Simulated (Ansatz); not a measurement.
**PS2 (doublet): from Hartree-Fock to the top rungs, def2-QZVPP**

One table from this session's results is given with a row withheld; the runs are named, their logs left out.

Program: Ansatz 0.2.0, Gaussian basis. Level of theory: def2-QZVPP, core rule «outside noble gas», up to 15 orbitals frozen. These are calculated values, not measurements.

The runs, in order: UHF; ROHF; CCSD(T) on UHF.

2 further runs of the same task are left out: 2 set aside as unsound or not needed.

## The system

The geometry is a PBE0/def2-TZVP stationary point (not a proven minimum).

3 atoms, charge 0, spin multiplicity 2.

Atoms are counted from 1 here; the program's logs count them from 0.

Bond lengths: S1–P2 1.911 Å, P2–S3 1.911 Å. Angles: S1–P2–S3 132.6°.

Coordinates:

```xyz
3
PS2
S     0.0000   -0.2500    1.7504
P     0.0000    0.5177    0.0000
S     0.0000   -0.2500   -1.7504
```

The first run:

in.yaml reads:

```yaml
crystal:
  periodic: [false, false, false]
  atoms:
    - {symbol: S, position_ang: [0.000000, -0.250020, 1.750402]}
    - {symbol: P, position_ang: [0.000000, 0.517658, 0.000000]}
    - {symbol: S, position_ang: [0.000000, -0.250020, -1.750402]}
basis:
  gaussian: {orbitals: "def2-QZVPP.json"}
magnetization: {spin_polarized: true, initial_magnetization: 1}
hamiltonian: {xc: hf}
output: {orbitals: {seedname: orbitals}}
```

Run with:

```bash
$ ansatz run in.yaml --threads 1 --pin off --events-out ev --progress --plain --max-ram 2393MiB
```

Among the steps run: UHF; ROHF; CCSD(T) on UHF.

One table of the session follows, with a row left open; its other results are not shown here.

```
  method  from UCCSD(T) (meV)
    ROHF             +15867.2
     UHF             +15650.8
    UMP2                    ?
   UCCSD              +1044.0
UCCSD(T)                    0
```

Estimate the missing values for UMP2.

As computed: from UCCSD(T) (meV): +1634.2. In the column «from UCCSD(T) (meV)» it lies between UCCSD (+1044.0) and UHF (+15650.8).
